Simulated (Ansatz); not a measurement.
# How far each method lies from full CI for GeH2, triplet

Geometry: a point of a bend scan, not a stationary point.

```yaml
atoms:
  - { symbol: Ge, position_ang: [0.0000, -0.0074, 0.0000] }
  - { symbol: H, position_ang: [0.0000, 0.2654, -1.5162] }
  - { symbol: H, position_ang: [0.0000, 0.2654, 1.5162] }
```

Basis cc-pVDZ; Ansatz 0.2.0. Correlated methods freeze the noble-gas cores and the filled d shells of p-block atoms, which leaves 6 electrons in 23 orbitals. Prefix R: restricted or restricted open-shell reference; prefix U: unrestricted. Active spaces: pair = (4e, 4o) about the gap; valence = (6e, 6o) chosen from the atoms' valence shells. No spin–orbit coupling is included, and no scalar relativity.

Full CI is exact within this basis and frozen core; it isn't the basis-set limit. The frozen core follows each run's orbitals, which can shift R against U totals by a few meV for light atoms and by up to 0.1 eV past Ca.

For open shells CISD is restricted-active-space CI with the open shells as a complete middle space.

```
UHF ⟨S²⟩                          : 2.021
T1 diagnostic (RCCSD)             : 0.0303
largest doubles amplitude (RCCSD) : 0.085
```

| level | E − E(RHF) (eV) |
| --- | --- |
| RMP2 | -2.0278 |
| RCCSD | -2.6334 |
| RCCSD(T) | -2.6875 |

Question: Estimate how far full CI in cc-pVDZ lies from RCCSD(T). The table doesn't fix it; the size of (T) and the diagnostics are the guide.

Answer: Full CI in cc-pVDZ lies 0.66 mEh below RCCSD(T), which is 33 % of the (T) step (-1.99 mEh). T1 is raised, and the rest is a large part of (T).

The other levels:

```json
{"level": "CISD", "E − E(full CI) (mEh)": "5.14", "share of correlation (%)": "94.83", "wall time": "0.63 s"}
{"level": "BCCD(T)", "E − E(full CI) (mEh)": "0.66", "share of correlation (%)": "99.34", "wall time": "0.96 s"}
{"level": "RCCSDT", "E − E(full CI) (mEh)": "0.05", "share of correlation (%)": "99.95", "wall time": "–"}
{"level": "RCCSDT(Q)", "E − E(full CI) (mEh)": "-0.01", "share of correlation (%)": "100.01", "wall time": "3 s"}
{"level": "CASSCF (valence space)", "E − E(full CI) (mEh)": "61.36", "share of correlation (%)": "38.28", "wall time": "–"}
{"level": "NEVPT2 (valence space)", "E − E(full CI) (mEh)": "17.18", "share of correlation (%)": "82.72", "wall time": "0.84 s"}
{"level": "MRCISD (valence space)", "E − E(full CI) (mEh)": "2.16", "share of correlation (%)": "97.83", "wall time": "–"}
{"level": "MRCISD+Q (valence space)", "E − E(full CI) (mEh)": "-0.07", "share of correlation (%)": "100.07", "wall time": "1.2 s"}
{"level": "MRCISD+Q(relaxed) (valence space)", "E − E(full CI) (mEh)": "-0.67", "share of correlation (%)": "100.67", "wall time": "1.2 s"}
```

The correlation energy at full CI, counted from RHF, is -2.705 eV. That run took 2.7 s on 1 thread of Intel Xeon Platinum 8488C, shared host over 781,936 determinants.

Run but not shown, since their state or frozen core can't be matched to the reference's or they repeat it: UHF, UMP2, UCCSD, UCCSD(T), UCCSDT, UCCSDT(Q), CASSCF (pair space), NEVPT2 (pair space), MRCISD (pair space), MRCISD+Q (pair space).

Times hold each run's SCF and search for its determinant on a shared host, so for small cases they say little of a method's own cost; they ran on 1 thread of Intel Xeon Platinum 8488C.

More than 5 meV below full CI, which no variational method can be: MRCISD+Q(relaxed) (valence space).

The full-CI state has the irrep B1 of C2v, in the program's axes.

Natural occupations of full CI about the gap: 1.951 1.937 0.989 0.989 0.056 0.018 0.009 0.008 0.007 0.007; effectively unpaired electrons, Σ n²(2−n)², 2.04.
